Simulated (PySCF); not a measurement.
## hydrogen boron sulfide: calculation against experiment

**What was measured.**

From NIST CCCBDB Release 22 (SRD 101), experimental dipoles, for the gas: dipole moment (microwave Stark effect) 1.298 ± 0.005 D.

The runs below try to reproduce these values; the comparison stands at the end.

Compound: hydrogen boron sulfide, BHS.
SMILES with atom numbers: `[BH:1]=[S:2]` (hydrogens: H3 on B1)

Structure used (PBE0-D3(BJ)/def2-TZVP), in Å, numbered top down from 1:
```xyz
3
BHS angstrom
B     -0.1914    0.0097   -0.0372
S      1.3934   -0.1861   -0.0928
H     -1.3567    0.1537    0.0037
```

The PySCF runs (gas phase, on this PBE0-D3(BJ)/def2-TZVP geometry; no spin–orbit coupling):

| level | job | basis functions | wall time |
| --- | --- | --- | --- |
| PBE0-D3(BJ)/def2-TZVP, grid level 2 | geometry optimisation from a GFN2-xTB start shaken at random | 74 | 4.1 s |
| B97-2/pcSseg-2 | shieldings | 93 | 1.1 s |
| KT3/pcSseg-2 | shieldings | 93 | 1.8 s |
| PBE0/pcSseg-2 | shieldings, charges and field gradients, density and orbital grids written | 93 | 2.6 s |
| wB97X-D/pcSseg-2 | shieldings | 93 | 1.5 s |
| CAM-B3LYP/aug-cc-pVTZ | 10 singlets by full TDDFT, 4 Tamm–Dancoff triplets, polarisability | 119 | 2.1 s |
| PBE0/aug-cc-pVTZ | 10 singlets by full TDDFT, 4 Tamm–Dancoff triplets, polarisability, dynamic polarisability, density and orbital grids written | 119 | 2.6 s |
| wB97X-D/aug-cc-pVTZ | 10 singlets by full TDDFT, 4 Tamm–Dancoff triplets, polarisability, ΔSCF ions | 119 | 3.9 s |

Hardware: one thread of an Arm Neoverse V2, no GPU (shared host).

**Comparison with experiment**

**Dipole moment.** Measured: 1.298 D (NIST CCCBDB Release 22 (SRD 101), experimental dipoles).

```tsv
level	computed (D)	computed − measured (D)	% (from the printed values)
PBE0-D3(BJ)/def2-TZVP	1.420	+0.122	+9
B97-2/pcSseg-2	1.516	+0.218	+17
KT3/pcSseg-2	1.371	+0.073	+6
PBE0/pcSseg-2	1.492	+0.194	+15
wB97X-D/pcSseg-2	1.611	+0.313	+24
CAM-B3LYP/aug-cc-pVTZ	1.533	+0.235	+18
PBE0/aug-cc-pVTZ	1.464	+0.166	+13
wB97X-D/aug-cc-pVTZ	1.561	+0.263	+20
```

Closest is KT3/pcSseg-2 (+0.073 D), furthest wB97X-D/pcSseg-2 (+0.313 D); one molecule doesn't rank methods. All 8 levels lie above the measurement. The computed dipoles belong to one fixed geometry; measured ones are averaged over vibrations unless marked μe. Magnitudes are compared, not signs.

No measured geometry was used, and the causes of the misses weren't examined.
